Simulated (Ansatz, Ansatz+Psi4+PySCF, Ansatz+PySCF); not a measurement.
```xyz
2

S     0.0000    0.0000    0.0946
H     0.0000    0.0000   -1.5136
```

Basis set: cc-pVTZ on H; cc-pV(T+d)Z on S (spherical functions). Frozen core: 5 orbitals. Correlation on ROHF uses semicanonical orbitals with singles. Charge 0, multiplicity 2.

Computed with Ansatz (development build ahead of 0.2.0); each method stands on the lowest determinant of its kind that the runs found.

The atomization energy at this shape (free ground-state atoms in the same class of orbitals less the molecule, no zero-point energy) of doublet SH:

```csv
method,atomization energy
ROHF-MP2,280.7 kJ/mol
```

Problem. What does UHF-CCSD(T) give?

Solution. 296.6 kJ/mol. Caution: the shape is not the minimum.
